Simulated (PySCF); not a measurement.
**What each rung costs, and what it gives**

Saddle point of CH8BN, singlet (CH₅B ([BH2][CH3]) + NH₃ → BNH₄ ([BH2][NH2]) + CH₄; bonds formed: C2–H5; dative contacts that become bonds: B1–N6; bonds broken: B1–C2, H5–N6), PBE0-D4/def2-TZVP structure:

```
11
angstrom
B -0.6069 -0.3729 -0.3199
C 0.7654 0.7915 -0.6293
H -0.3695 -1.3099 -1.0318
H -1.5974 0.2684 -0.5403
H 0.3993 0.1515 0.5153
N -0.3960 -0.6838 1.2079
H 0.4451 0.8648 -1.6688
H 0.7279 1.7999 -0.2082
H 1.7964 0.4273 -0.6342
H -1.0815 -0.3292 1.8537
H -0.0828 -1.6076 1.4557
```

Barriers are electronic and count from the start structure reached by relaxing down the imaginary mode.

PySCF 2.14 with density fitting (its default auxiliary sets; JK sets also for MP2 and CCSD(T)); basis: as named in each row; cores frozen in the correlated methods. B3LYP uses VWN-RPA correlation. Extrapolation: Hartree–Fock as exp(−7.88 √X), correlation as X^−2.97.

Times are rough, for one single point on 4 threads of a shared host (Intel Xeon).

The estimate by CCSD(T) at an estimated basis limit (MP2 extrapolated from triple and quadruple zeta, plus CCSD(T) − MP2 in triple zeta) is 183.2 kJ/mol.

| method | basis | time (s) | barrier (kJ/mol) | method less estimate |
| --- | --- | --- | --- | --- |
| HF | STO-3G | 2 | 324.7 | 141.6 |
| B3LYP-D4 | 6-31G | 6 | 187.1 | 4.0 |
| MP2 | def2-QZVPP | 7 | 177.5 | -5.7 |
| PBE0-D4 | def2-SVP | 8 | 169.7 | -13.5 |
| PBE-D4 | def2-SVP | 10 | 154.2 | -29.0 |
| SPW92 | def2-TZVPP | 17 | 143.5 | -39.7 |
| BHLYP-D4 | def2-TZVPP | 18 | 195.3 | 12.2 |
| PBE0-D4 | def2-TZVPP | 20 | 170.5 | -12.7 |
| B3LYP-D4 | def2-TZVPP | 21 | 178.5 | -4.6 |
| PBE-D4 | def2-TZVPP | 22 | 156.8 | -26.4 |
| r2SCAN-D4 | def2-TZVPP | 41 | 167.5 | -15.7 |
| CCSD(T) | def2-SVP | 77 | 197.3 | 14.1 |
| CCSD(T) | def2-TZVPP | 430 | 187.3 | 4.1 |
| wB97M-V | def2-TZVPP | 480 | 179.3 | -3.8 |

All methods are single points on the PBE0-D4 structures.

T1 diagnostic: at most 0.012.

The step is the kind of exchange with an N–H group that builds nitride films in atomic layer and chemical vapour deposition.

Labels in which every atom is bracketed show which atoms are joined, not bond orders.
